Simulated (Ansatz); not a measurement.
in.yaml

```yaml
crystal:
  periodic: [false, false, false]
  atoms:
    - {symbol: C, position_ang: [0.000000, 0.000000, 0.314650]}
    - {symbol: Be, position_ang: [0.000000, 0.000000, -2.511458]}
    - {symbol: H, position_ang: [0.000000, 0.000000, 2.196808]}
basis:
  gaussian: {orbitals: 6-31G, occupation: {up: {"A1": 5, "B1": 1}, down: {"A1": 5}}}
magnetization: {spin_polarized: false, initial_magnetization: 1}
correlation: {method: fci, electrons: outside_noble_gas}
```

```sh
$ ansatz run in.yaml --threads 1 --pin off --events-out ev --progress --plain --max-ram 2393MiB
```

(1) Roughly how long does this take on 1 thread of Arm Neoverse V2, shared host, and how much host memory?

```
447 factors; integrals over basis functions are off by at most 5.5e-8 eV
mean field evaluation 1: about -1433.4119 eV, gradient 1.1e1 eV
mean field evaluation 2: about -1434.3694 eV, gradient 9.7e-1 eV
mean field evaluation 4: about -1434.3793 eV, gradient 3.0e-2 eV
mean field evaluation 8: about -1434.3793 eV, gradient 2.8e-6 eV
mean field -1434.37929975 eV, -52.7124670086 hartree, gradient 2.8e-6 eV, S^2 0.750000; 0 other end points of the search recorded, 0 dependent functions left out
mean field evaluation 16: about -1434.3890 eV, gradient 2.3e-1 eV
mean field evaluation 32: about -1435.3439 eV, gradient 2.8e-2 eV
unrestricted determinant -1435.34397207 eV, -52.7479180625 hartree, S^2 1.6427
2 core orbitals not correlated: weight in the atoms' cores, before any rotation towards them, 1.000 or more for the frozen orbitals, at most 0.000 for the correlated occupied ones
reference -1434.37929975 eV, -52.7124670086 hartree; 4, 3 occupied and 14, 15 virtual orbitals, 447 factors
state -1438.44638991 eV, -52.8619298151 hartree
Total energy: -1438.44638991 eV, -52.8619298151 hartree
```

Natural occupations: 1.9412 1.8221 1.7620 0.9948 0.2145 0.0725 0.0692 0.0564 0.0454 0.0077 0.0069 0.0035 0.0022 0.0009 0.0003 0.0002 0.0001 0.0001.

## Answers

(1) 2.1 s wall and 0.14 GiB.
